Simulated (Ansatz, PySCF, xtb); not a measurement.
Acid–base and redox partners of C1=CC1. Isolated molecules, 0 K electronic values unless said otherwise. Strings in code marks are SMILES.

Quantity: bond dissociation enthalpy (X–H) at 298 K, in kJ/mol. HF references are unrestricted for open shells and restricted for singlets. Thermal and zero-point terms are GFN2-xTB rigid-rotor harmonic values (xtb).

Level 1: frozen-core CCSD(T)/cc-pVTZ // B3LYP-D3(BJ)/def2-TZVP (Ansatz, a quantum-chemistry and plane-wave program)
Level 2: B3LYP-D3(BJ)/def2-TZVP (PySCF)
Level 3: B3LYP/6-31G* // B3LYP-D3(BJ)/def2-TZVP (PySCF)
Level 4: HF/cc-pVTZ // B3LYP-D3(BJ)/def2-TZVP (Ansatz)

```csv
species,level 2,level 3,level 4
H atom removed from C1: `C1=[C]C1`,452.1,451.4,367.6
H atom removed from C3: `[CH]1C=C1`,407.5,411.5,313.8
```

Task: What does level 1 give for each?

Result: 
- H atom removed from C1: `C1=[C]C1`: 452.9
- H atom removed from C3: `[CH]1C=C1`: 415.5
